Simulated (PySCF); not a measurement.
Acid–base and redox partners of OC=O. Isolated molecules, 0 K electronic values unless said otherwise. One relaxed conformer stands for each flexible species; it need not be the lowest. Strings in code marks are SMILES.

The HOMO–LUMO gap from two functionals at the same geometries (PBE0-D4/def2-TZVP), both in PySCF: PBE-D3(BJ)/def2-TZVP and PBE0-D4/def2-TZVP. 

```csv
species,PBE-D3(BJ)/def2-TZVP (eV)
neutral parent (`O=CO` (O–C–O–H torsion 0°)),5.57
proton added at O1 (`[H]/[O+]=C\O` (H–O–C–O torsion 0°)),7.08
proton added at O3 (`O=C[OH2+]` (not the most basic site; O–C–O–H torsion 12°)),6.30
```

**Question.** What does PBE0-D4/def2-TZVP give for each?

**Answer.** 
- neutral parent (`O=CO` (O–C–O–H torsion 0°)): 8.46
- proton added at O1 (`[H]/[O+]=C\O` (H–O–C–O torsion 0°)): 9.94
- proton added at O3 (`O=C[OH2+]` (not the most basic site; O–C–O–H torsion 12°)): 9.20
Over these rows, drawn at random from the members with no instability flagged (it was tested for open shells, ions and some series alone), PBE minus PBE0-D4: mean -2.88 eV, from -2.90 eV to -2.86 eV.
